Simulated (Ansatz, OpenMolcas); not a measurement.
How basis sets differ on Si2H6 (disilane)

Si2H6 has 8 atoms, charge 0, and is taken as a singlet. As SMILES, `[SiH3][SiH3]`. The shape is that of a PBE0-D4/def2-TZVP optimisation.

Quantity: the HOMO–LUMO gap, in eV. The values are calculated.

| level | kind | program | value (eV) | CPU time |
| --- | --- | --- | --- | --- |
| HF/STO-3G | Hartree–Fock | OpenMolcas | 19.78 | 1.7 s |
| HF/3-21G | Hartree–Fock | OpenMolcas | 14.98 | 1.7 s |
| HF/def2-SVP | Hartree–Fock | Ansatz | 14.97 | 2.2 s |
| HF/aug-cc-pVDZ | Hartree–Fock | OpenMolcas | 12.08 | 12 s |

The values span 12.08 to 19.78 eV. A Hartree–Fock LUMO above zero doesn't converge with the basis: it sinks as sets grow more diffuse. Orbital gaps aren't excitation energies. CPU times are rough (shared hosts, several kinds of processor): they show what a rung costs within a factor of a few.
